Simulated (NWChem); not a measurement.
**One shape, several levels: SCl2O2 (sulfuryl chloride)**

We compute a comparison of 6 runs (HF/STO-3G, HF/3-21G, CAM-B3LYP/cc-pVDZ, wB97X/cc-pVDZ, B3LYP/6-31G*, MP3/cc-pVDZ) of SCl2O2 (sulfuryl chloride). 

Program for the calculation: NWChem 7.3.0.

2 further runs of the same task are left out: 1 that didn't finish, 1 set aside as unsound or not needed.

## 1. The structure to begin with

The species is SCl2O2 (5 atoms), meant as a singlet with charge 0. SMILES: `O=S(=O)(Cl)Cl`. Geometry: relaxed at PBE0-D4/def2-TZVP.

Bond lengths: O1–S2 1.415 Å, S2–O3 1.416 Å, S2–Cl4 2.013 Å, S2–Cl5 2.013 Å. Angles: O1–S2–O3 123.0°, O1–S2–Cl4 107.8°, O1–S2–Cl5 107.8°, O3–S2–Cl4 107.8°, O3–S2–Cl5 107.8°, Cl4–S2–Cl5 100.5°.

## 2. Energy and forces at HF/STO-3G (run 1)

The input, m1.nw:

```
start m1
memory stack 880 mb heap 220 mb global 1100 mb
geometry units atomic noautosym nocenter noautoz
  O    1.63669180   0.56748476  -2.35573259
  S   -0.12944624   0.23961727  -0.37378783
  O   -2.61103459   1.23531397  -0.45542400
  Cl  -0.39608660  -3.48692265   0.33996173
  Cl   1.49987563   1.44450665   2.84517165
end
basis "ao basis" spherical bse
  * library STO-3G
end
scf
  thresh 1e-08
  maxiter 80
end
task scf gradient
```

Command:

```console
$ nwchem m1.nw > m1.out
```

Output:

```text
[...]
  functions       =    37
[...]
  wavefunction    = RHF
[...]
         Total SCF energy =  -1449.617839184024
      One-electron energy =  -2812.160474265766
      Two-electron energy =    957.676493193869
 Nuclear repulsion energy =    404.866141887874
        Time for solution =      1.9s
[...]
                         RHF ENERGY GRADIENTS
    atom               coordinates                        gradient
                 x          y          z           x          y          z
   1 O       1.636692   0.567485  -2.355733   -0.142689  -0.029170   0.165409
   2 S      -0.129446   0.239617  -0.373788   -0.024860   0.046331  -0.072419
   3 O      -2.611035   1.235314  -0.455424    0.203403  -0.083521   0.010463
   4 Cl     -0.396087  -3.486923   0.339962    0.005113   0.093113  -0.021286
   5 Cl      1.499876   1.444507   2.845172   -0.040968  -0.026753  -0.082166
[...]
```

It took 3.3 s on 1 thread of Intel Xeon Platinum 8488C (Sapphire Rapids), shared host; peak memory 0.099 GiB.

## 3. Energy and forces at HF/3-21G (run 2)

The input, run.py:

```python
from ase import Atoms
from ase.calculators.nwchem import NWChem

system = Atoms('OSOClCl', positions=[
    [0.866100, 0.300300, -1.246600],
    [-0.068500, 0.126800, -0.197800],
    [-1.381700, 0.653700, -0.241000],
    [-0.209600, -1.845200, 0.179900],
    [0.793700, 0.764400, 1.505600],
])

calc = NWChem(
    label='run',
    theory='scf',
    memory='2200 mb',
    basis='3-21G',
    basispar='spherical bse',
    scf={'nopen': '0', 'rhf': None, 'thresh': '1e-08', 'maxiter': '80'},
)
system.calc = calc

forces = system.get_forces()
e = system.get_potential_energy()
print(f"E = {e:.6f} eV")
print("forces (eV/A):")
for s, f in zip(system.symbols, forces):
    print(f"{s:2s} {f[0]:10.5f} {f[1]:10.5f} {f[2]:10.5f}")
print("dipole (e A):", system.get_dipole_moment().round(4))
```

Command:

```console
$ export ASE_NWCHEM_COMMAND="nwchem PREFIX.nwi > PREFIX.nwo"
$ python run.py
```

Output:

```text
E = -39692.774294 eV
forces (eV/A):
O     6.19914    1.16049   -6.97612
S     0.86980   -1.62859    2.54909
O    -8.70750    3.50056   -0.30077
Cl   -0.34905   -4.55512    0.82028
Cl    1.98762    1.52271    3.90751
dipole (e A): [ 0.0967 -0.1789  0.2788]
```

The calculator wrote run.nwi:

```
title "run"

permanent_dir run

scratch_dir run

start run

geometry units angstrom nocenter noautosym noautoz
  O  8.6609999999999998e-01 3.0030000000000001e-01 -1.2465999999999999e+00
  S  -6.8500000000000005e-02 1.2680000000000000e-01 -1.9780000000000000e-01
  O  -1.3816999999999999e+00 6.5369999999999995e-01 -2.4099999999999999e-01
  Cl -2.0960000000000001e-01 -1.8452000000000000e+00 1.7990000000000000e-01
  Cl 7.9369999999999996e-01 7.6439999999999997e-01 1.5056000000000000e+00
end

memory 2200 mb

basis spherical bse noprint
   * library 3-21G
end

scf
  nopen 0
  rhf
  thresh 1e-08
  maxiter 80
end

task scf gradient
```

run.nwo (excerpt; [...] marks lines left out):

```text
[...]
      One-electron energy =  -2819.374343376407
[... 1 line left out ...]
 Nuclear repulsion energy =    404.866171482668
[... 51 lines left out ...]
                       ROHF Final Molecular Orbital Analysis
[... 224 lines left out ...]
     1   1 0 0      0.182817      0.000000      8.898531
[...]
  wavefunction    =   RHF
                         RHF ENERGY GRADIENTS
    atom               coordinates                        gradient
                 x          y          z           x          y          z
   1 O       1.636692   0.567485  -2.355732   -0.120554  -0.022568   0.135664
   2 S      -0.129446   0.239617  -0.373788   -0.016915   0.031671  -0.049572
   3 O      -2.611034   1.235314  -0.455424    0.169334  -0.068075   0.005849
   4 Cl     -0.396087  -3.486922   0.339962    0.006788   0.088583  -0.015952
   5 Cl      1.499876   1.444507   2.845171   -0.038653  -0.029612  -0.075989
[...]
```

Run time: 4.5 s. Hardware: 1 thread of Intel Xeon Platinum 8488C (Sapphire Rapids), shared host; peak memory 0.097 GiB.

## 4. Energy and forces at CAM-B3LYP/cc-pVDZ (run 3)

The input, cl2o2s.xyz:

```xyz
5

O      0.866100     0.300300    -1.246600
S     -0.068500     0.126800    -0.197800
O     -1.381700     0.653700    -0.241000
Cl    -0.209600    -1.845200     0.179900
Cl     0.793700     0.764400     1.505600
```

The input, run.py:

```python
from ase.io import read
from ase.calculators.nwchem import NWChem

system = read('cl2o2s.xyz')

calc = NWChem(
    label='cl2o2s',
    theory='dft',
    memory='2200 mb',
    basis='cc-pVDZ',
    basispar='spherical bse',
    dft={'xc': 'xcamb88 1.00 lyp 0.81 vwn_5 0.19 hfexch 1.00', 'cam': '0.33 cam_alpha 0.19 cam_beta 0.46', 'mult': '1', 'grid': 'xfine', 'convergence': 'energy 1e-08', 'direct': None, 'iterations': '100', 'mulliken': None, 'print': 'low'},
)
system.calc = calc

forces = system.get_forces()
e = system.get_potential_energy()
print(f"E = {e:.6f} eV")
print("forces (eV/A):")
for s, f in zip(system.symbols, forces):
    print(f"{s:2s} {f[0]:10.5f} {f[1]:10.5f} {f[2]:10.5f}")
```

Command:

```console
$ export ASE_NWCHEM_COMMAND="nwchem PREFIX.nwi > PREFIX.nwo"
$ python run.py
```

Output:

```text
E = -39971.972833 eV
forces (eV/A):
O     1.78759    0.28236   -1.90910
S     0.27161   -0.51797    0.81612
O    -2.44239    0.94467   -0.01178
Cl   -0.06690   -1.02685    0.21093
Cl    0.45010    0.31779    0.89382
```

The calculator wrote cl2o2s.nwi:

```
title "cl2o2s"

permanent_dir cl2o2s

scratch_dir cl2o2s

start cl2o2s

geometry units angstrom nocenter noautosym noautoz
  O  8.6609999999999998e-01 3.0030000000000001e-01 -1.2465999999999999e+00
  S  -6.8500000000000005e-02 1.2680000000000000e-01 -1.9780000000000000e-01
  O  -1.3816999999999999e+00 6.5369999999999995e-01 -2.4099999999999999e-01
  Cl -2.0960000000000001e-01 -1.8452000000000000e+00 1.7990000000000000e-01
  Cl 7.9369999999999996e-01 7.6439999999999997e-01 1.5056000000000000e+00
end

memory 2200 mb

basis spherical bse noprint
   * library cc-pVDZ
end

dft
  xc xcamb88 1.00 lyp 0.81 vwn_5 0.19 hfexch 1.00
  cam 0.33 cam_alpha 0.19 cam_beta 0.46
  mult 1
  grid xfine
  convergence energy 1e-08
  direct
  iterations 100
  mulliken
  print low
end

task dft gradient
```

cl2o2s.nwo (excerpt; [...] marks lines left out):

```text
[...]
         Total DFT energy =    -1468.942919585773
      One electron energy =    -2831.233611274401
           Coulomb energy =     1056.944641599154
    Exchange-Corr. energy =      -99.520121393194
 Nuclear repulsion energy =      404.866171482668
[... 17 lines left out ...]
     -------------------------------------------
      Total Density - Lowdin Population Analysis
[...]
                         DFT ENERGY GRADIENTS
    atom               coordinates                        gradient
                 x          y          z           x          y          z
   1 O       1.636692   0.567485  -2.355732   -0.034763  -0.005491   0.037126
   2 S      -0.129446   0.239617  -0.373788   -0.005282   0.010073  -0.015871
   3 O      -2.611034   1.235314  -0.455424    0.047497  -0.018371   0.000229
   4 Cl     -0.396087  -3.486922   0.339962    0.001301   0.019969  -0.004102
   5 Cl      1.499876   1.444507   2.845171   -0.008753  -0.006180  -0.017382
 Task  times  cpu:      153.5s     wall:      153.5s
 Total times  cpu:      153.6s     wall:      153.6s
```

It took 2.6 min on 1 thread of Intel Xeon Platinum 8488C (Sapphire Rapids), shared host; peak memory 0.15 GiB.

Runs 4 to 5 aren't shown in full; the table further down has their settings and results.

## 5. The energy at MP3/cc-pVDZ (run 6)

The input, cl2o2s.nw:

```
START cl2o2s
memory stack 330 mb heap 110 mb global 1760 mb
charge 0

GEOMETRY noautosym nocenter noautoz
O     0.866100    0.300300   -1.246600
S    -0.068500    0.126800   -0.197800
O    -1.381700    0.653700   -0.241000
Cl   -0.209600   -1.845200    0.179900
Cl    0.793700    0.764400    1.505600
END

BASIS spherical bse
* library cc-pVDZ
END

SCF
thresh 1e-08
maxiter 80
noprint "final vectors analysis"
END

TCE
scf
mbpt3
freeze core 17
maxiter 60
END

TASK tce energy
```

Command:

```console
$ nwchem cl2o2s.nw > cl2o2s.out
```

Output:

```text
[...]
  functions       =    82
[...]
  wavefunction    = RHF
[...]
         Total SCF energy =  -1466.139140633577
      One-electron energy =  -2829.866437811134
      Two-electron energy =    958.861125694888
 Nuclear repulsion energy =    404.866171482669
        Time for solution =     80.4s
[...]
         Wavefunction type : Restricted Hartree-Fock
          No. of electrons :    66
[...]
         Spin multiplicity : singlet
[...]
```

Wall time 2 min (1 thread of Intel Xeon Platinum 8488C (Sapphire Rapids), shared host); peak memory 0.8 GiB.

## 6. The series

```
run                               level  iteration cap  module   energy (Eh)  largest force (eV/Å)  wall time
  1                           HF/STO-3G             80     scf  -1449.617839                11.333      3.3 s
  2                            HF/3-21G             80     scf  -1458.682562                 9.404      4.5 s
  3                   CAM-B3LYP/cc-pVDZ            100     dft  -1468.942920                 2.631    2.6 min
  4                       wB97X/cc-pVDZ            100     dft  -1468.911934                 2.473    2.1 min
  5  B3LYP/6-31G* (spherical functions)            100     dft  -1468.923895                 2.353       38 s
  6                         MP3/cc-pVDZ             80     tce  -1466.935577                     –      2 min
```

## 7. Summary of results

| quantity | value |
| --- | --- |
| run 6: total energy | -1466.93558 Eh |
| run 6: correlation energy (17 core orbitals frozen) | -796.4 mEh |

Over runs 1, 2, 5 the dipole moment (its size) runs from 0.44 D (HF/STO-3G) to 1.66 D (HF/3-21G). The two dipoles point in opposite directions. Over runs 1, 2, 5 the HOMO–LUMO gap runs from 6.20 eV (B3LYP/6-31G*) to 13.72 eV (HF/STO-3G). The two ends differ in method and basis. Totals of different functionals can't be ranked against each other. In run 1 the basis is minimal, so the values are rough. All runs together took 7.5 min, the longest 2.6 min.
